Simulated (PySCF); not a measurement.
Compound: CH2ClF.
Structure used (PBE0-D3(BJ)/def2-SVP), in Å, numbered top down from 1:
```xyz
5
CH2ClF angstrom
F      0.9723   -0.9463    0.0796
C      0.1061    0.0791   -0.0105
Cl    -1.5702   -0.4918    0.0854
H      0.2654    0.7753    0.8257
H      0.2268    0.5839   -0.9801
```

Level: PBE0/pcSseg-1 and CAM-B3LYP/def2-SVPD in PySCF, non-relativistic, on one gas-phase PBE0-D3(BJ)/def2-SVP geometry that isn't relaxed in the solvent. The solvent is an IEF-PCM continuum (Bondi radii, 1.10 Å for H, scaled by 1.2). Specific hydrogen bonds and non-electrostatic terms are outside this model.

Gas phase at PBE0/pcSseg-1: HOMO -8.84 eV, LUMO 0.69 eV, dipole 1.96 D.

What does the continuum do to the energy, the frontier levels and the dipole at PBE0/pcSseg-1 in chloroform?

```csv
solvent,ε,E(solvent) − E(gas) (kJ/mol),polarisation term (kJ/mol),distortion of the solute (kJ/mol),HOMO (eV),LUMO (eV),dipole (D)
chloroform,4.711,-10.35,-11.53,1.18,-8.78,0.89,2.29
```

The first energy column is the sum of the next two and covers electrostatics alone.

Which radius a makes the point-dipole formula ΔE = −[(ε − 1)/(2ε + 1)]·μ²/a³ give the value in chloroform, with the gas-phase dipole?

μ = 0.771 au and |ΔE| = 0.00394 Eh give a = 2.00 Å; the farthest nucleus lies 1.65 Å from the centroid of the nuclei. The formula assumes a rigid point dipole at the centre of a sphere.

Which IAO charges (PBE0/pcSseg-1) respond most in chloroform (means over atoms taken as equivalent)?

```tsv
atoms	environment	gas (e)	solvent (e)	change
Cl3	chlorine on a fluorinated carbon	-0.092	-0.109	-0.017
H4/H5	methylene hydrogen	+0.163	+0.176	+0.013
F1	alkyl fluorine	-0.283	-0.292	-0.009
C2	sp3 C–F carbon	+0.049	+0.048	-0.001
```

Which Mayer bond orders change most in chloroform?

```
  bond  length (Å)    gas  solvent  change
C2–Cl3       1.773  0.996    0.974  -0.022
 F1–C2       1.345  0.957    0.946  -0.011
 C2–H4       1.100  0.940    0.938  -0.002
 C2–H5       1.100  0.940    0.938  -0.002
```

Gas phase at CAM-B3LYP/def2-SVPD: HOMO -10.36 eV, LUMO 1.09 eV, dipole 1.86 D.

What does the continuum do to the energy, the frontier levels and the dipole at CAM-B3LYP/def2-SVPD in chloroform?

```
   solvent      ε  E(solvent) − E(gas) (kJ/mol)  polarisation term (kJ/mol)  distortion of the solute (kJ/mol)  HOMO (eV)  LUMO (eV)  dipole (D)
chloroform  4.711                        -10.49                      -11.83                               1.34     -10.29       1.31        2.24
```

How does the static polarisability (CAM-B3LYP/def2-SVPD, frozen core, with the continuum's full static response) change?

```json
{"medium": "gas", "isotropic (au)": "29.9", "principal values (au)": "26.2, 27.5, 36.1", "⟨r²⟩ of the electrons (bohr²)": "235.0"}
{"medium": "chloroform", "isotropic (au)": "35.6", "principal values (au)": "31.4, 32.6, 42.7", "⟨r²⟩ of the electrons (bohr²)": "234.8"}
```

The isotropic value in chloroform is 1.19 times the gas-phase one; no cavity-field correction is applied. ⟨r²⟩ is taken about the centre of nuclear charge.
